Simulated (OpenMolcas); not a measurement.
BHF2 (SMILES FBF): methods side by side

BHF2 has 4 atoms, charge 0, and is taken as a singlet. As SMILES, `FBF`. The shape is that of a PBE0-D4/def2-TZVP optimisation.

```jsonl
{"atom": "F", "x (Å)": "1.1543", "y (Å)": "0.4569", "z (Å)": "-0.3619"}
{"atom": "B", "x (Å)": "-0.0019", "y (Å)": "-0.0310", "z (Å)": "0.0252"}
{"atom": "F", "x (Å)": "-1.0954", "y (Å)": "0.5287", "z (Å)": "-0.4389"}
{"atom": "H", "x (Å)": "-0.0570", "y (Å)": "-0.9546", "z (Å)": "0.7756"}
```

Each level gives the energy change with the F1–B2 bond stretched from 1.313 to 3.283 Å (eV). The values are calculated.

| level | kind | program | value (eV) | less FCI/STO-3G | CPU time (all runs) |
| --- | --- | --- | --- | --- | --- |
| HF/STO-3G (restricted) | Hartree–Fock | OpenMolcas | 12.70 | +6.36 | 3.4 s |
| PBE/STO-3G (unrestricted) | GGA | OpenMolcas | 7.98 | +1.64 | 14 s |
| PBE0/STO-3G (restricted) | global hybrid | OpenMolcas | 10.87 | +4.53 | 30 s |
| MP2/STO-3G (restricted) | perturbation theory | OpenMolcas | 7.65 | +1.31 | 3.5 s |
| CASSCF(2,2)/STO-3G | multireference | OpenMolcas | 5.81 | -0.53 | 5.4 s |
| CISD/STO-3G (restricted) | coupled cluster or CI | OpenMolcas | 7.19 | +0.85 | 3.7 s |
| FCI/STO-3G | exact in the basis | OpenMolcas | 6.34 | 0.00 | 3.8 min |

FCI/STO-3G is exact within its basis and frozen core, so for wave-function methods in that basis the difference is their error; functionals converge differently with the basis, so for them it is only a difference. A spin-restricted reference rises too steeply as a bond breaks; here HF/STO-3G, PBE0/STO-3G, MP2/STO-3G, CISD/STO-3G lie well above the multireference or unrestricted value. The first shape isn't each level's own minimum. The values span 5.81 to 12.70 eV. Spin contamination of the reference (⟨S²⟩ at least 0.1 too high) touches PBE/STO-3G. All rows use very small basis sets, so none should be taken for the real molecule's value. Times are those of the runs behind each value, whatever else they computed, on shared processors of several kinds: orders of magnitude only.
